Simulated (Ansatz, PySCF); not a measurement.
This PySCF input computes a BLYP/def2-TZVPD energy:

```python
from pyscf import gto, scf, dft

mol = gto.M(
    atom='''
    O     0.44187469    1.33485861    0.12974526
    C    -0.05433681    0.28429606    0.03240259
    N     1.01706973   -0.94595571   -0.13354246
    C    -1.45221658   -0.19963021    0.02418072
    H     0.82672373   -1.72574334    0.50046318
    H    -2.11892134    0.65910120    0.05169695
    H    -1.64770358   -0.79921607   -0.86796571
    H    -1.63131075   -0.83031322    0.89974415
    H     1.94584384   -0.56465997    0.06579244
    H     1.01020268   -1.30434259   -1.09239559
    ''',
    basis='def2-tzvpd',
    charge=1,
    spin=0,
    verbose=4,
)

mf = dft.RKS(mol, xc='blyp').density_fit(auxbasis='def2-universal-jkfit')
mf.grids.level = 3
mf.conv_tol = 1e-9
mf.max_cycle = 100
mf.max_memory = 1500
mf.kernel()
if not mf.converged:
    mf = mf.newton()
    mf.kernel(mf.make_rdm1())
mf.analyze()
```

Problem. Write an input for the same energy in Ansatz (a quantum-chemistry and plane-wave program) and say what it gives.

Solution. 
Ansatz 0.2 input:
```yaml
crystal:
  periodic: [false, false, false]
  atoms:
    - {symbol: O, position_ang: [0.44187469, 1.33485861, 0.12974526]}
    - {symbol: C, position_ang: [-0.05433681, 0.28429606, 0.03240259]}
    - {symbol: N, position_ang: [1.01706973, -0.94595571, -0.13354246]}
    - {symbol: C, position_ang: [-1.45221658, -0.19963021, 0.02418072]}
    - {symbol: H, position_ang: [0.82672373, -1.72574334, 0.50046318]}
    - {symbol: H, position_ang: [-2.11892134, 0.65910120, 0.05169695]}
    - {symbol: H, position_ang: [-1.64770358, -0.79921607, -0.86796571]}
    - {symbol: H, position_ang: [-1.63131075, -0.83031322, 0.89974415]}
    - {symbol: H, position_ang: [1.94584384, -0.56465997, 0.06579244]}
    - {symbol: H, position_ang: [1.01020268, -1.30434259, -1.09239559]}
basis:
  gaussian:
    orbitals: def2-TZVPD
hamiltonian:
  xc: {name: BLYP}
total_charge: 1
output: {forces: true}
```
It gives -209.55722 Eh, and PySCF -209.55735 Eh, a difference of 0.13 mEh, from the treatment of integrals and grids.

It need not be the lowest isomer of its formula.
